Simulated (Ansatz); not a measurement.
**hcp Na (model structure)**

Level of theory: LDA (plane waves, PAW; Ansatz, a quantum-chemistry and plane-wave program).

Settings: plane-wave cutoff 500 eV, 24×24×12 k mesh (along the axes of the cell as run), Fermi–Dirac smearing 0.1 eV, scalar-relativistic PAW data made under PBE.

Cell (relaxed at this level):

```yaml
crystal:
  lattice:
    - [1.80946, -3.13408, 0.00000]
    - [1.80946, 3.13408, 0.00000]
    - [0.00000, 0.00000, 5.90134]
  atoms:
    - { symbol: Na, position: [0.33333, 0.66667, 0.25000] }
    - { symbol: Na, position: [0.66667, 0.33333, 0.75000] }
```

```yaml
band_gap: zero (no gap)
```

Note: the relaxation could raise the start's symmetry but not lower it, so the cell can be a saddle point.

The result took around 110 core-seconds (rough).

A model structure was made by putting elements into a prototype or built by hand; it is no filed structure, need not be a known phase, and can be a saddle point held by its symmetry.
